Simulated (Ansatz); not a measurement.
Ansatz (a program for electronic structure) input for butadiene cation (C4H6), SMILES C=CC=C (connectivity only; charge and spin as stated), charge +1, multiplicity 2, PBE0/def2-SVPD. Coordinates come from a PBE-D3(BJ)/def2-SVP optimisation. The multiplicity is an assumed one; other spin states were not compared. One conformer was computed; it need not be the lowest.

Ansatz 0.2 input:
```yaml
crystal:
  periodic: [false, false, false]
  atoms:
    - {symbol: C, position_ang: [0.10549633, -1.86837608, -0.00000000]}
    - {symbol: C, position_ang: [-0.41753177, -0.57282756, 0.00000000]}
    - {symbol: C, position_ang: [0.41753177, 0.57282756, -0.00000000]}
    - {symbol: C, position_ang: [-0.10549633, 1.86837608, 0.00000000]}
    - {symbol: H, position_ang: [1.19547489, -2.04352382, 0.00000000]}
    - {symbol: H, position_ang: [-0.55739991, -2.74956572, 0.00000000]}
    - {symbol: H, position_ang: [-1.51342039, -0.43475855, 0.00000000]}
    - {symbol: H, position_ang: [1.51342039, 0.43475855, -0.00000000]}
    - {symbol: H, position_ang: [0.55739991, 2.74956572, -0.00000000]}
    - {symbol: H, position_ang: [-1.19547489, 2.04352382, -0.00000000]}
basis:
  gaussian:
    orbitals: def2-SVPD
hamiltonian:
  xc: {name: PBE0}
total_charge: 1
magnetization: {spin_polarized: true, initial_magnetization: 1}
```

Program output:

```
WARN ansatz: RAYON_NUM_THREADS=1 ignored (pool sized by the plan → 1); use --threads N
Functional definition: PBE0
integrals: 0.04 GiB planned
1060 factors; their error is unknown
mean field: 0.55 GiB planned
mean field evaluation 1: about -4220.9846 eV, gradient 3.5e1 eV
mean field evaluation 2: about -4220.9703 eV, gradient 3.5e1 eV
mean field evaluation 4: about -4227.7338 eV, gradient 1.7e0 eV
mean field evaluation 8: about -4227.7567 eV, gradient 1.4e-1 eV
mean field evaluation 16: about -4227.7167 eV, gradient 2.3e-4 eV
mean field -4227.71671312 eV, -155.3657235579 hartree, gradient 1.1e-5 eV, S^2 0.781875; 0 other end points of the search recorded, 0 dependent functions left out
reference -4227.71674125 eV, -155.3657245916 hartree; 15, 14 occupied and 113, 114 virtual orbitals, 1060 factors
Total energy: -4227.71674125 eV, -155.3657245916 hartree
```

The run converged.
